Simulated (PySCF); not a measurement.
**C: ionisation energy**

C [He] 2s2 2p2 (3P) → C⁺ [He] 2s2 2p1 (2P), as a difference of total energies. All numbers are calculated (PySCF 2.14, the spin-free X2C one-electron Hamiltonian (Gaussian nucleus), in ANO-RCC-VTZP). Correlated levels: valence: 1s2 frozen. The calculations carry no spin-orbit coupling.

Q: Order these methods by the ionisation energy they give, lowest first.
A. CCSD(T) (valence)
B. UHF
C. CCSD (valence)
D. MP2 (valence)

A: B (10.799 eV), C (11.152 eV), A (11.179 eV), D (11.252 eV).

Errors of the correlated levels include the incompleteness of this basis and the frozen core.

For comparison: 11.262 eV (measured; NIST levels, between the centres of gravity of the two terms).
